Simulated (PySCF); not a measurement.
**Ionisation energy of Li by level of theory**

Li [He] 2s1 (2S) → Li⁺ 1s2 (1S), as a difference of total energies. Calculation: PySCF 2.14, in dyall-av2z (11s7p, 32 functions); no relativity, point nucleus. The calculations carry no spin-orbit coupling.

```json
{"method": "UHF", "ionisation energy (eV)": "5.342", "error (eV)": "-0.050"}
{"method": "LDA", "ionisation energy (eV)": "5.472", "error (eV)": "+0.080"}
{"method": "PBE", "ionisation energy (eV)": "5.587", "error (eV)": "+0.195"}
{"method": "PBE0", "ionisation energy (eV)": "5.570", "error (eV)": "+0.178"}
{"method": "r2SCAN", "ionisation energy (eV)": "5.388", "error (eV)": "-0.004"}
{"method": "BHandHLYP", "ionisation energy (eV)": "5.515", "error (eV)": "+0.123"}
{"method": "M06", "ionisation energy (eV)": "5.316", "error (eV)": "-0.076"}
{"method": "MN15", "ionisation energy (eV)": "5.136", "error (eV)": "-0.256"}
{"method": "M06-2X", "ionisation energy (eV)": "5.416", "error (eV)": "+0.024"}
```

Reference: 5.392 eV (measured; NIST Atomic Spectra Database, ionization energies).
